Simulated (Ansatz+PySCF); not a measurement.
The numbers below are computed, except where a source is named.
Input for Ansatz (development build ahead of 0.2.0):

```yaml
crystal:
  periodic: [false, false, false]
  atoms:
    - { symbol: C, position_ang: [0.0, 0.0, -1.93386] }
    - { symbol: O, position_ang: [0.0, 0.0, 1.45039] }
basis:
  gaussian: { orbitals: "6-31G" }
magnetization:
  spin_polarized: true
hamiltonian:
  xc: hf
scf:
  omitted_lower_state_checks: [stability, starts, atomic_configurations, cluster_reference, orbital_swaps, given_window_search, neighbouring_geometries, increment]
```

The input is written out in the form of the current development build from the run's settings.

The run gave:

```
Converged                                                          : yes
Total energy                                                       : -112.24824 hartree
Spin squared of the determinant                                    : 0.000
Occupied orbitals by symmetry in an Abelian subgroup (alpha; beta) : 5 A1 1 B1 1 B2; 5 A1 1 B1 1 B2
```

This is not the lowest solution: another run reaches a determinant 5.75 eV lower.
